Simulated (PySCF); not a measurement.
Does the answer move with the share of exact exchange?

C₃HF₃.
SMILES: `C#CC(F)(F)F`

PySCF, pcSseg-2 basis, density fitting, gas phase, PBE0-D3(BJ)/def2-SVP geometry. One functional is left out:

```tsv
functional	exact exchange (%)	HOMO energy (eV)	LUMO energy (eV)	dipole moment (D)
B97-D	0	-7.88	-1.29	2.155
BLYP	0	-7.79	-1.28	2.181
BP86	0	-8.02	-1.47	2.140
LDA	0	-8.17	-1.68	2.238
OPBE	0	-7.90	-1.26	2.052
PBE	0	-7.94	-1.40	2.137
B3LYP	20	-9.02	-0.63	2.322
mPW1PW91	25	-9.29	-0.37	2.305
```

Question: Predict the row of PBE0 (25 % exact exchange) by straight lines through the other rows, and check it.

Answer: 
| property | line | computed | computed − line | mPW1PW91 (25 %), for comparison |
| --- | --- | --- | --- | --- |
| HOMO energy (eV) | -9.29 | -9.27 | +0.02 | -9.29 |
| LUMO energy (eV) | -0.40 | -0.36 | +0.04 | -0.37 |
| dipole moment (D) | 2.328 | 2.302 | -0.026 | 2.305 |

Question: Which of these properties follows the share of exact exchange most closely, and which least?

Answer: Most closely the HOMO energy, least the dipole moment; the correlations over the tabulated rows are HOMO energy -0.981, LUMO energy 0.951, dipole moment 0.812. The HOMO energy moves by -0.536 eV for every 10 %. Functionals with the same share still differ in their other parts: at 0 % BLYP and LDA differ by 0.38 eV in it.
